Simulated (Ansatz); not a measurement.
**Which is lower?**

Two relaxed structures of CH6Si2, closed shell (PBE0-D4/def2-TZVP; forces vanish, vibrations not checked).

A:

C1  (-0.367, 0.998, -1.032)
Si2  (0.859, 0.085, -0.273)
Si3  (0.409, -1.262, 1.563)
H4  (-0.184, 1.635, -1.891)
H5  (1.210, -0.833, 2.741)
H6  (-1.393, 0.976, -0.680)
H7  (2.249, 0.145, -0.789)
H8  (0.741, -2.682, 1.269)
H9  (-1.038, -1.144, 1.876)
(Å)

B:

```
9
angstrom
C -0.5930 1.2007 -0.8596
Si 0.4791 -0.2683 -0.4286
Si 0.4153 -1.2913 1.4550
H -0.0178 2.1287 -0.8255
H -1.4273 1.2796 -0.1612
H -0.9983 1.0905 -1.8685
H 1.7088 -0.3808 -1.2524
H 1.2529 -2.4946 1.6661
H -0.8196 -1.2645 2.2747
```

Ansatz 0.2.0; basis: def2-TZVPP; cores frozen in the correlated methods. B3LYP uses VWN-RPA correlation.

(1) Which structure is lower at CCSD(T), and by how much? (An estimate is asked for; the value comes from the calculation.)

(2) Do the other methods give the same order? (A judgement: the text doesn't fix the answer.)

The T1 diagnostic stays at or below 0.015. The restricted Hartree–Fock reference is unstable towards an unrestricted one at one or more of these structures.

Answers

(1) Computed: B, by 0.078 eV (electronic energy, against the other). By their contacts, A is CH₆Si₂ ([CH2][SiH][SiH3]) and B is CH₆Si₂ ([CH3][SiH][SiH2]).

(2) By the calculation: Not all: HF gives the other order.

```json
{"method": "PBE-D4", "E(B) − E(A) (eV)": "-0.190"}
{"method": "r2SCAN-D4", "E(B) − E(A) (eV)": "-0.141"}
{"method": "PBE0-D4", "E(B) − E(A) (eV)": "-0.189"}
{"method": "B3LYP-D4", "E(B) − E(A) (eV)": "-0.084"}
{"method": "wB97M-V", "E(B) − E(A) (eV)": "-0.084"}
{"method": "HF", "E(B) − E(A) (eV)": "0.037"}
{"method": "MP2", "E(B) − E(A) (eV)": "-0.053"}
{"method": "CCSD", "E(B) − E(A) (eV)": "-0.067"}
{"method": "CCSD(T)", "E(B) − E(A) (eV)": "-0.078"}
```

Labels in which every atom is bracketed show which atoms are joined, not bond orders.

For scale, one of the runs: CCSD(T)/def2-TZVPP, 199 basis functions, launched by `ansatz run in.yaml --threads 2 --pin off --events-out ev --progress --plain --max-ram 4352MiB`. The run took 42 s on 2 CPU threads of an Arm Neoverse V1 (shared host), with 2.2 GiB of host memory at its peak.
